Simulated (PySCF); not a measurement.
# The first ionisation energy along the third row

All values are computed (PySCF 2.14, energy differences of UHF-based or UKS calculations, no spin-orbit coupling). Values in eV. The last column holds reference values (NIST; (s) semi-empirical, (t) theoretical, else measured). Unmarked ones compare directly (S terms, centres of terms, or small fine structure); those marked * lie between the lowest fine-structure levels and include a spin-orbit shift.

```json
{"element": "Mg (aug-cc-pCVDZ, non-relativistic)", "configurations": "[Ne] 3s2 → [Ne] 3s1", "PBE0": "7.565", "SCS-MP2 (valence)": "7.330", "MP2 (valence and next inner shell)": "7.267", "MP2 (all electrons)": "7.266", "CCSD (all electrons)": "7.527", "CCSD (valence)": "7.518", "reference": "7.646"}
{"element": "Al (aug-cc-pwCVDZ, non-relativistic)", "configurations": "[Ne] 3s2 3p1 → [Ne] 3s2", "PBE0": "6.094", "SCS-MP2 (valence)": "5.739", "MP2 (valence and next inner shell)": "5.725", "MP2 (all electrons)": "5.726", "CCSD (all electrons)": "5.828", "CCSD (valence)": "5.855", "reference": "5.977"}
{"element": "Si (aug-cc-pwCVDZ, non-relativistic)", "configurations": "[Ne] 3s2 3p2 → [Ne] 3s2 3p1", "PBE0": "8.228", "SCS-MP2 (valence)": "7.889", "MP2 (valence and next inner shell)": "7.953", "MP2 (all electrons)": "7.954", "CCSD (all electrons)": "7.983", "CCSD (valence)": "8.000", "reference": "8.157"}
{"element": "P (aug-cc-pwCVDZ, non-relativistic)", "configurations": "[Ne] 3s2 3p3 → [Ne] 3s2 3p2", "PBE0": "10.547", "SCS-MP2 (valence)": "10.239", "MP2 (valence and next inner shell)": "10.395", "MP2 (all electrons)": "10.396", "CCSD (all electrons)": "10.318", "CCSD (valence)": "10.327", "reference": "10.526"}
{"element": "S (aug-cc-pwCVDZ, non-relativistic)", "configurations": "[Ne] 3s2 3p4 → [Ne] 3s2 3p3", "PBE0": "10.401", "SCS-MP2 (valence)": "9.810", "MP2 (valence and next inner shell)": "9.775", "MP2 (all electrons)": "9.775", "CCSD (all electrons)": "9.810", "CCSD (valence)": "9.806", "reference": "10.336"}
{"element": "Cl (aug-cc-pwCVDZ, non-relativistic)", "configurations": "[Ne] 3s2 3p5 → [Ne] 3s2 3p4", "PBE0": "12.999", "SCS-MP2 (valence)": "12.591", "MP2 (valence and next inner shell)": "12.621", "MP2 (all electrons)": "12.621", "CCSD (all electrons)": "12.548", "CCSD (valence)": "12.546", "reference": "12.974"}
{"element": "Ar (aug-cc-pwCVDZ, non-relativistic)", "configurations": "[Ar] → [Ne] 3s2 3p5", "PBE0": "15.803", "SCS-MP2 (valence)": "15.566", "MP2 (valence and next inner shell)": "15.679", "MP2 (all electrons)": "15.679", "CCSD (all electrons)": "15.490", "CCSD (valence)": "15.491", "reference": "15.819"}
```

**Question.** Which of these methods has the smallest mean absolute error against the measured values here?

**Answer.** PBE0, with 0.057 eV.

```csv
method,elements,mean error (eV),mean absolute error (eV),largest error (eV)
PBE0,7,0.029,0.057,0.118
SCS-MP2 (valence),7,-0.324,0.324,-0.526
MP2 (valence and next inner shell),7,-0.288,0.288,-0.561
MP2 (all electrons),7,-0.288,0.288,-0.561
CCSD (all electrons),7,-0.276,0.276,-0.526
CCSD (valence),7,-0.270,0.270,-0.530
```

Errors include the incompleteness of the basis and the frozen core.

"Valence" correlates the outer s and p shells and, in groups 3 to 12 and the f block, the outer d or f shell, open or full, or the next shell where the ion has no valence electron left; the wider scheme adds the next inner shell.
